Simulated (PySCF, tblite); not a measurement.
**BAsH6, a complex of two parts as drawn: NMR shifts, interaction energy, infrared bands, spin-spin couplings, core binding energies and electronic excitations**

One table from this session's results is given with a row withheld; the runs are named, their logs left out.

Programs: tblite 0.8.0 and PySCF 2.14.0. All values are calculated, for the isolated system unless a continuum is named. Atoms count from 0, parts from 1.

## Starting point

8 atoms, charge 0, multiplicity 1; geometry: rigid parts in contact. Parts: 1 = atoms 0–3, `B`, charge 0; 2 = atoms 4–7, `[AsH3]`, charge 0.

The first run:

What the job is given:

```
{"job": {"kind": "dock", "xc": "GFN2-xTB", "basis": "xTB"}, "charge": 0, "multiplicity": 1, "parts": [{"atoms": "0-3", "charge": 0, "multiplicity": 1}, {"atoms": "4-7", "charge": 0, "multiplicity": 1}]}
B     -0.000029     0.000096     0.000025
H      0.740643     0.889617    -0.126938
H     -0.731734    -0.024033     0.905554
H     -0.008881    -0.865680    -0.778641
As    -2.264331     1.732675    -1.805865
H     -3.259021     2.839010    -1.647675
H     -2.192897     2.031280    -3.269951
H     -1.162313     2.716198    -1.571770
```

Method: GFN2-xTB search for minima from random contacts, gas phase.

Started as:

```console
> OMP_NUM_THREADS=1 python cluster_run.py task.json out
```

This one command runs all jobs of the session in turn.

Steps of the session up to this table: Search for minima with GFN2-xTB; Geometry optimisation at PBE0-D3(BJ)/def2-TZVPD; NMR shieldings: PBE0/pcSseg-2; Coupled-cluster interaction energy: CCSD(T) and MP2.

One table of the session follows, with a row left open; its other results are not shown here.

It belongs to the step «Coupled-cluster interaction energy: CCSD(T) and MP2». 

```
                 method  interaction energy (kcal/mol)
         HF/aug-cc-pVDZ                         -15.37
        MP2/aug-cc-pVDZ                         -26.62
       CCSD/aug-cc-pVDZ                         -22.90
    CCSD(T)/aug-cc-pVDZ                         -24.24
         HF/aug-cc-pVQZ                         -16.20
        MP2/aug-cc-pVQZ                              ?
    SCS-MP2/aug-cc-pVQZ                         -26.84
      MP2, extrapolated                         -31.24
CCSD(T), limit estimate                         -28.85
```

Estimate the missing values for MP2/aug-cc-pVQZ.

The run gave: interaction energy (kcal/mol): -30.62. In the column «interaction energy (kcal/mol)» it lies between MP2, extrapolated (-31.24) and CCSD(T), limit estimate (-28.85).

At this geometry B0 and As4 of different parts are bonded (2.05 Å), so this energy is that of a chemical bond rather than of a weak contact.

To keep in mind: The interaction energy leaves out the deformation of the parts, 11.10 kcal/mol at MP2. So large a deformation means that a part is far from its own minimum, so a sum across the two methods would be rough.
